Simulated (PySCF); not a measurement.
Working out the ionisation energy of C

C [He] 2s2 2p2 (3P) → C⁺ [He] 2s2 2p1 (2P). Calculation: PySCF 2.14, in aug-cc-pVDZ (4s3p2d, 23 functions); no relativity, point nucleus. Frozen: 1s2. Energies in hartree (1 hartree = 27.21139 eV):

| part | C (lower) | C⁺ (upper) |
| --- | --- | --- |
| UHF | -37.687763 | -37.290253 |
| CCSD correlation | -0.075841 | -0.067257 |
| (T) | -0.001261 | -0.000686 |

Task: What does Hartree-Fock give?

Result: (-37.290253) − (-37.687763) = 0.397510 hartree = 10.817 eV.

Task: What do CCSD and CCSD(T) give?

Result: The CCSD correlation energies differ by 0.008584 hartree = 0.234 eV and the triples by 0.000575 hartree = 0.016 eV, so CCSD gives 11.051 eV and CCSD(T) 11.067 eV.

Measured between the centres of the two terms (NIST): 11.262 eV, so CCSD(T) (valence) is off by -0.195 eV.

A double-zeta basis recovers only part of the correlation energy.

What remains against the reference includes basis incompleteness, the frozen core and higher excitations.
